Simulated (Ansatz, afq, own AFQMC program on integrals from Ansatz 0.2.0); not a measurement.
# SiNH₂ (doublet): quantum Monte Carlo beside coupled cluster at distance Si1–N2 = 1.290 Å, cc-pVDZ

How near does AFQMC come to the top of the ladder for SiNH₂ (doublet)?

The runs use Ansatz 0.2.0, Gaussian basis, and an in-house AFQMC program (afq) on its integrals; all values are calculated; cc-pVDZ, frozen cores.

To be run: PBE (unrestricted); r2SCAN (unrestricted); PBE0 (unrestricted); B3LYP (unrestricted); wB97M-V (unrestricted); B2PLYP (unrestricted); CCSD(T) on UHF; CCSDT(Q) on UHF; Phaseless AFQMC, CISD trial on UHF.

**1. What is computed**

The geometry derives from a PBE0/def2-TZVP stationary point (not a proven minimum). One bond is set to the value named and the two fragments are kept rigid.

4 atoms, charge 0, spin multiplicity 2.

Atoms are counted from 1 here; the program's logs count them from 0.

Bond lengths: Si1–N2 1.290 Å, Si1–H3 1.515 Å, N2–H4 1.008 Å. Angles: N2–Si1–H3 110.1°, Si1–N2–H4 134.1°.

**2. PBE (unrestricted)**

The input, in.yaml:

```yaml
crystal:
  periodic: [false, false, false]
  atoms:
    - {symbol: Si, position_ang: [0.000000, -0.101926, 0.431697]}
    - {symbol: N, position_ang: [0.000000, 0.149038, -0.833655]}
    - {symbol: H, position_ang: [0.000000, 1.192727, 1.218445]}
    - {symbol: H, position_ang: [0.000000, -0.423716, -1.662581]}
basis:
  gaussian: {orbitals: cc-pVDZ}
magnetization: {spin_polarized: true, initial_magnetization: 1}
hamiltonian: {xc: {name: PBE}}
output: {orbitals: {seedname: orbitals}}
```

Command:

```console
ansatz run in.yaml --threads 1 --pin off --events-out ev --progress --plain --max-ram 1382MiB
```

Output:

```text
Functional definition: PBE
  name "PBE"
  cite "Perdew, Burke & Ernzerhof, Phys. Rev. Lett. 77, 3865 (1996) doi:10.1103/PhysRevLett.77.3865"
  parent pbe
  parameter kappa = 0.804
  parameter beta = 0.06672455060314922
  exchange = pbe_x(kappa = kappa, mu = beta*pi^2/3)
  correlation = pbe_c(beta = beta)
552 factors; their error is unknown
mean field evaluation 1: about -9373.4899 eV, gradient 5.8e1 eV
mean field evaluation 2: about -9285.1874 eV, gradient 1.1e2 eV
mean field evaluation 4: about -9387.1875 eV, gradient 9.6e0 eV
mean field evaluation 8: about -9387.8234 eV, gradient 1.5e-1 eV
mean field evaluation 16: about -9387.8104 eV, gradient 2.3e-5 eV
mean field -9387.81041418 eV, -344.9956694348 hartree, gradient 2.3e-5 eV, S^2 0.753027; 0 other end points of the search recorded, 0 dependent functions left out
reference -9387.81044207 eV, -344.9956704595 hartree; 12, 11 occupied and 30, 31 virtual orbitals, 552 factors
Total energy: -9387.81044207 eV, -344.9956704595 hartree
```

It took 0.63 s on 1 thread of AMD EPYC 7R13 (Zen 3), shared host.

From the report: ⟨S²⟩ of the determinant 0.753 (pure doublet: 0.75).

**3. r2SCAN (unrestricted)**

Changes to in.yaml since step 2:

```diff
@@ -10,3 +10,2 @@
 magnetization: {spin_polarized: true, initial_magnetization: 1}
-hamiltonian: {xc: {name: PBE}}
-output: {orbitals: {seedname: orbitals}}
+hamiltonian: {xc: {name: r2SCAN}}
```

The command is unchanged.

Output:

```text
Functional definition: r2SCAN
  name "r2SCAN"
  cite "Furness, Kaplan, Ning, Perdew & Sun, J. Phys. Chem. Lett. 11, 8208 (2020) doi:10.1021/acs.jpclett.0c02405"
  cite "Furness, Kaplan, Ning, Perdew & Sun, J. Phys. Chem. Lett. 11, 9248 (2020) doi:10.1021/acs.jpclett.0c03077"
  parent r2scan
  parameter k0 = 0.174
  parameter k1 = 0.065
  parameter a1 = 4.9479
  exchange = r2scan_x(k0 = k0, k1 = k1, a1 = a1)
  correlation = r2scan_c
552 factors; their error is unknown
mean field evaluation 1: about -9380.0769 eV, gradient 5.3e1 eV
mean field evaluation 2: about -9310.5173 eV, gradient 1.0e2 eV
mean field evaluation 4: about -9391.9341 eV, gradient 6.6e0 eV
mean field evaluation 8: about -9392.2165 eV, gradient 1.3e-1 eV
mean field evaluation 16: about -9392.2036 eV, gradient 3.3e-5 eV
mean field -9392.20358384 eV, -345.1571154418 hartree, gradient 3.6e-5 eV, S^2 0.756644; 0 other end points of the search recorded, 0 dependent functions left out
reference -9392.20359255 eV, -345.1571157620 hartree; 12, 11 occupied and 30, 31 virtual orbitals, 552 factors
Total energy: -9392.20359255 eV, -345.1571157620 hartree
```

Run time: 1.4 s. Hardware: 1 thread of AMD EPYC 7R13 (Zen 3), shared host.

From the report: ⟨S²⟩ of the determinant 0.757 (pure doublet: 0.75).

**4. PBE0 (unrestricted)**

Changes to in.yaml since step 3:

```diff
@@ -10,2 +10,3 @@
 magnetization: {spin_polarized: true, initial_magnetization: 1}
-hamiltonian: {xc: {name: r2SCAN}}
+hamiltonian: {xc: {name: PBE0}}
+output: {orbitals: {seedname: orbitals}}
```

Launched as before.

Output:

```text
Functional definition: PBE0
  name "PBE0"
  cite "Adamo & Barone, J. Chem. Phys. 110, 6158 (1999) doi:10.1063/1.478522"
  cite "Perdew, Burke & Ernzerhof, Phys. Rev. Lett. 77, 3865 (1996) doi:10.1103/PhysRevLett.77.3865"
  parent pbe
  parameter a = 0.25
  parameter kappa = 0.804
  parameter beta = 0.06672455060314922
  exchange = (1 - a)*pbe_x(kappa = kappa, mu = beta*pi^2/3) + a*exact_x
  correlation = pbe_c(beta = beta)
407 factors; integrals over basis functions are off by at most 1.2e-3 eV
mean field evaluation 1: about -9378.6048 eV, gradient 4.9e1 eV
mean field evaluation 2: about -9338.3660 eV, gradient 9.1e1 eV
mean field evaluation 4: about -9388.5075 eV, gradient 3.1e0 eV
mean field evaluation 8: about -9388.6469 eV, gradient 2.8e-1 eV
mean field evaluation 16: about -9388.6476 eV, gradient 2.2e-4 eV
mean field -9388.64761574 eV, -345.0264360247 hartree, gradient 4.3e-5 eV, S^2 0.755702; 0 other end points of the search recorded, 0 dependent functions left out
reference -9388.64763655 eV, -345.0264367892 hartree; 12, 11 occupied and 30, 31 virtual orbitals, 407 factors
Total energy: -9388.64763655 eV, -345.0264367892 hartree
```

It took 0.87 s on 1 thread of AMD EPYC 7R13 (Zen 3), shared host.

From the report: ⟨S²⟩ of the determinant 0.756 (pure doublet: 0.75).

**5. B3LYP (unrestricted)**

Changes to in.yaml since step 4:

```diff
@@ -10,3 +10,2 @@
 magnetization: {spin_polarized: true, initial_magnetization: 1}
-hamiltonian: {xc: {name: PBE0}}
-output: {orbitals: {seedname: orbitals}}
+hamiltonian: {xc: {name: B3LYP}}
```

Same command.

Output, cut to the lines that bear on the results:

```text
Functional definition: B3LYP
  name "B3LYP"
  cite "Stephens, Devlin, Chabalowski & Frisch, J. Phys. Chem. 98, 11623 (1994) doi:10.1021/j100096a001"
  cite "Becke, Phys. Rev. A 38, 3098 (1988) doi:10.1103/PhysRevA.38.3098"
  cite "Lee, Yang & Parr, Phys. Rev. B 37, 785 (1988) doi:10.1103/PhysRevB.37.785"
  cite "Vosko, Wilk & Nusair, Can. J. Phys. 58, 1200 (1980) doi:10.1139/p80-159"
[...]
407 factors; integrals over basis functions are off by at most 1.2e-3 eV
[...]
mean field -9394.33485056 eV, -345.2354380491 hartree, gradient 3.5e-5 eV, S^2 0.754779; 0 other end points of the search recorded, 0 dependent functions left out
reference -9394.33503925 eV, -345.2354449836 hartree; 12, 11 occupied and 30, 31 virtual orbitals, 407 factors
Total energy: -9394.33503925 eV, -345.2354449836 hartree
```

Run time: 0.78 s. Hardware: 1 thread of AMD EPYC 7R13 (Zen 3), shared host.

From the report: ⟨S²⟩ of the determinant 0.755 (pure doublet: 0.75).

**6. wB97M-V (unrestricted)**

Changes to in.yaml since step 5:

```diff
@@ -10,2 +10,3 @@
 magnetization: {spin_polarized: true, initial_magnetization: 1}
-hamiltonian: {xc: {name: B3LYP}}
+hamiltonian: {xc: {name: wB97M-V}}
+output: {orbitals: {seedname: orbitals}}
```

Same command.

Output, cut to the lines that bear on the results:

```text
Functional definition: wB97M-V
  name "wB97M-V"
  cite "Mardirossian & Head-Gordon, J. Chem. Phys. 144, 214110 (2016) doi:10.1063/1.4952647"
  cite "Becke, J. Chem. Phys. 107, 8554 (1997) doi:10.1063/1.475007"
  cite "Vydrov & Van Voorhis, J. Chem. Phys. 133, 244103 (2010) doi:10.1063/1.3521275"
  # Of w^i u^j: cxij and so on, Table III.
[...]
  gx(w, u) = 1 - cx + cx01*u + cx10*w
  gss(w, u) = css00 + css04*u^4 + css10*w + css20*w^2 + css43*w^4*u^3
  gos(w, u) = cos00 + cos10*w + (cos20 + cos21*u)*w^2 + (cos60 + cos61*u)*w^6
[...]
      + integral(e_c_pw_mod_opposite_spin*gos(b97_w_opposite, b97_u_opposite)) + vv10(b, c)
407 factors; integrals over basis functions are off by at most 1.2e-3 eV
133 factors; integrals over basis functions are off by at most 7.6e-6 eV
[...]
mean field -9392.57135874 eV, -345.1706309201 hartree, gradient 6.2e-5 eV, S^2 0.753655; 0 other end points of the search recorded, 0 dependent functions left out
reference -9392.57138951 eV, -345.1706320508 hartree; 12, 11 occupied and 30, 31 virtual orbitals, 407 factors
Total energy: -9392.57138951 eV, -345.1706320508 hartree
```

Run time: 2.9 s. Hardware: 1 thread of AMD EPYC 7R13 (Zen 3), shared host.

From the report: ⟨S²⟩ of the determinant 0.754 (pure doublet: 0.75).

**7. B2PLYP (unrestricted)**

Changes to in.yaml since step 6:

```diff
@@ -10,3 +10,3 @@
 magnetization: {spin_polarized: true, initial_magnetization: 1}
-hamiltonian: {xc: {name: wB97M-V}}
-output: {orbitals: {seedname: orbitals}}
+hamiltonian: {xc: {name: B2PLYP}}
+correlation: {electrons: outside_noble_gas}
```

Launched as before.

Output, cut to the lines that bear on the results:

```text
Functional definition: B2PLYP
  name "B2PLYP"
  cite "Grimme, J. Chem. Phys. 124, 034108 (2006) doi:10.1063/1.2148954"
  cite "Becke, Phys. Rev. A 38, 3098 (1988) doi:10.1103/PhysRevA.38.3098"
  cite "Lee, Yang & Parr, Phys. Rev. B 37, 785 (1988) doi:10.1103/PhysRevB.37.785"
[...]
407 factors; integrals over basis functions are off by at most 1.2e-3 eV
[...]
mean field -9386.59375590 eV, -344.9509580674 hartree, gradient 3.2e-6 eV, S^2 0.760176; 1 other end points of the search recorded, 0 dependent functions left out
6 core orbitals not correlated: weight in the atoms' cores, before any rotation towards them, 1.000 or more for the frozen orbitals, at most 0.000 for the correlated occupied ones
reference -9386.59387540 eV, -344.9509624592 hartree; 6, 5 occupied and 30, 31 virtual orbitals, 407 factors
second order -8.20530216 eV of doubles, -0.00000000 eV of singles
Total energy: -9388.80930698 eV, -345.0323780682 hartree
```

It took 1 s on 1 thread of AMD EPYC 7R13 (Zen 3), shared host.

From the report: ⟨S²⟩ of the determinant 0.760 (pure doublet: 0.75).

**8. CCSD(T) on UHF**

Changes to in.yaml since step 7:

```diff
@@ -10,3 +10,2 @@
 magnetization: {spin_polarized: true, initial_magnetization: 1}
-hamiltonian: {xc: {name: B2PLYP}}
-correlation: {electrons: outside_noble_gas}
+correlation: {method: ccsd_t, electrons: outside_noble_gas, hamiltonian_folder: ham}
```

Launched as before.

Output, cut to the lines that bear on the results:

```text
Functional definition: HF
  name "HF"
  cite "Fock, Z. Phys. 61, 126 (1930) doi:10.1007/BF01340294"
  parent pbe
[...]
407 factors; integrals over basis functions are off by at most 1.2e-3 eV
[...]
mean field -9369.45304416 eV, -344.3210485294 hartree, gradient 8.6e-6 eV, S^2 0.768312; 0 other end points of the search recorded, 0 dependent functions left out
6 core orbitals not correlated: weight in the atoms' cores, before any rotation towards them, 1.000 or more for the frozen orbitals, at most 0.000 for the correlated occupied ones
reference -9369.45304416 eV, -344.3210485294 hartree; 6, 5 occupied and 30, 31 virtual orbitals, 407 factors
second order -6.55259221 eV of doubles, -0.00000000 eV of singles
cycle   1  -6.82034248 eV  change   -2.7e-1 eV  update   7.8e-2
[...]
cycle  11  -7.12247161 eV  change   -4.0e-6 eV  update   7.6e-6
perturbative correction -0.22741403 eV, -0.0083573116 hartree
Total energy: -9376.80292980 eV, -344.5911518449 hartree
```

Run time: 1 s. Hardware: 1 thread of AMD EPYC 7R13 (Zen 3), shared host.

From the report: ⟨S²⟩ of the determinant 0.768 (pure doublet: 0.75); correlation -7.3499 eV; T1 0.021; largest double amplitude 0.06.

This run also writes the integrals to the folder ham.

**9. CCSDT(Q) on UHF**

Changes to in.yaml since step 8:

```diff
@@ -10,2 +10,2 @@
 magnetization: {spin_polarized: true, initial_magnetization: 1}
-correlation: {method: ccsd_t, electrons: outside_noble_gas, hamiltonian_folder: ham}
+correlation: {method: ccsdt_q, electrons: outside_noble_gas}
```

Same command.

Output, cut to the lines that bear on the results:

```text
Functional definition: HF
  name "HF"
  cite "Fock, Z. Phys. 61, 126 (1930) doi:10.1007/BF01340294"
  parent pbe
[...]
793 factors; integrals over basis functions are off by at most 2.1e-7 eV
[...]
mean field -9369.45320954 eV, -344.3210546070 hartree, gradient 8.8e-6 eV, S^2 0.768312; 0 other end points of the search recorded, 0 dependent functions left out
6 core orbitals not correlated: weight in the atoms' cores, before any rotation towards them, 1.000 or more for the frozen orbitals, at most 0.000 for the correlated occupied ones
reference -9369.45320954 eV, -344.3210546070 hartree; 6, 5 occupied and 30, 31 virtual orbitals, 793 factors
second order -6.55261389 eV of doubles, -0.00000000 eV of singles
cycle   1  -6.82034142 eV  change   -2.7e-1 eV  update   8.9e-2
[...]
cycle  15  -7.37129360 eV  change   -9.6e-7 eV  update   1.4e-6
perturbative correction -0.02297519 eV, -0.0008443228 hartree
Total energy: -9376.84747833 eV, -344.5927889731 hartree
```

Run time: 14 s. Hardware: 1 thread of AMD EPYC 7R13 (Zen 3), shared host; peak memory 0.35 GiB.

From the report: ⟨S²⟩ of the determinant 0.768 (pure doublet: 0.75); correlation -7.3943 eV; T1 0.022; largest double amplitude 0.07.

**10. Phaseless AFQMC, CISD trial on UHF**

It reads the integrals that the CCSD(T) run on this determinant wrote.

Command:

```console
afq ham --method phaseless --trial cisd --walkers 60 --populations 1 --least-time 40 --time-step 0.005 --steps-per-block 50 --equilibration-blocks 28 --max-blocks 300 --target-error 0.0004 --factor-cut 1e-05 --start spin_pure --seed 3744 --release-times 0.24,0.51,0.99,1.62,2.4 --release-step 0.03 --release-every 4 --taylor-order 6
```

Output:

```text
orbitals 36  electrons 6 5  factors 282 of 407
reference energy -344.32104853 Eh
CCSD correlation -0.26174575 Eh in 12 cycles, weight of the determinant in the CISD state 0.8869
energy of the start -344.582100 Eh
 block  time / (1/Eh)  mean weight  energy / Eh
     1     0.250  1.0010  -344.579104
     2     0.500  1.0026  -344.581865
     3     0.750  1.0013  -344.585104
     4     1.000  1.0022  -344.588953
     5     1.250  0.9999  -344.584106
     6     1.500  1.0009  -344.587311
     7     1.750  1.0012  -344.590810
     8     2.000  1.0023  -344.591405
     9     2.250  1.0011  -344.592800
    10     2.500  0.9998  -344.590648
    17     4.250  0.9986  -344.591815
    25     6.250  1.0015  -344.594985
    33     8.250  0.9972  -344.588677
    41    10.250  0.9983  -344.598428
    49    12.250  0.9998  -344.586870
    57    14.250  1.0002  -344.585753
    65    16.250  0.9988  -344.586823
    73    18.250  1.0013  -344.590693
    81    20.250  0.9982  -344.590452
    89    22.250  1.0025  -344.591159
    97    24.250  0.9988  -344.601232
   105    26.250  1.0010  -344.587337
   113    28.250  0.9990  -344.591771
   121    30.250  1.0002  -344.597004
   129    32.250  1.0000  -344.593311
   137    34.250  0.9989  -344.590020
   145    36.250  1.0015  -344.589365
   153    38.250  0.9985  -344.585549
   161    40.250  0.9980  -344.598567
   169    42.250  1.0008  -344.590928
   177    44.250  1.0007  -344.591581
   185    46.250  0.9997  -344.590822
   193    48.250  1.0003  -344.597431
   201    50.250  1.0002  -344.586406
   209    52.250  0.9989  -344.630750
   217    54.250  0.9987  -344.589429
   225    56.250  0.9997  -344.589819
   233    58.250  1.0012  -344.595399
   241    60.250  0.9993  -344.587135
   249    62.250  1.0012  -344.592442
   257    64.250  1.0029  -344.601727
   265    66.250  1.0012  -344.588518
   273    68.250  1.0001  -344.593321
   281    70.250  0.9999  -344.609956
   289    72.250  0.9977  -344.597050
   297    74.250  1.0017  -344.590164
   305    76.250  0.9992  -344.584878
   313    78.250  1.0013  -344.599170
   321    80.250  1.0002  -344.595202
blocks merged  error / Eh  count
     1  0.000378  300
     2  0.000465  150
     4  0.000572  75
     8  0.000671  37
    16  0.000698  18
    32  0.000684  9
released: time / (1/Eh)  energy / Eh  error  mean overlap
  0.24  -344.593093  0.000750  0.9922
  0.51  -344.593585  0.000611  0.9815
  0.99  -344.593691  0.000564  0.9733
  1.62  -344.593313  0.000530  0.9631
  2.40  -344.592583  0.000595  0.9789
energy -344.592874 +/- 0.000698 Eh
```

It took 5.2 min on 1 thread of AMD EPYC 7R13 (Zen 3), shared host.

Energy -9376.8498 ± 0.0190 eV. Caveats: constraint bias not in the error; error above the target.

**11. AFQMC on the ladder**

On the UHF determinant, counted from CCSDT(Q) (a yardstick, not exact):

```tsv
level	energy (eV)	from CCSDT(Q) (kJ/mol)	statistical error (kJ/mol)	time
HF	-9369.4530	+713.5		
MP2	-9376.0056	+81.2		
CCSD	-9376.5755	+26.2		
CCSD(T)	-9376.8029	+4.3		
CCSDT(Q)	-9376.8475	0.0		
Phaseless AFQMC, CISD trial, step 0.005, 60 walkers	-9376.8498	-0.2	1.8	5.2 min
```

The functionals' totals stand on their own zeros and serve differences with other points: PBE -9387.810 eV; r2SCAN -9392.204 eV; PBE0 -9388.648 eV; B3LYP -9394.335 eV; wB97M-V -9392.571 eV; B2PLYP -9388.809 eV.

**12. What came out**

| quantity | value |
| --- | --- |
| CCSD(T) on UHF from CCSDT(Q) | +4.3 kJ/mol |
| Phaseless AFQMC, CISD trial on UHF from CCSDT(Q) | -0.2 ± 1.8 kJ/mol |

**Reading.** On UHF the phaseless walk with the CISD trial lies -0.2 kJ/mol from CCSDT(Q), within three error bars. Error bars are statistical and leave out the constraint, the time step and what remains of the start.
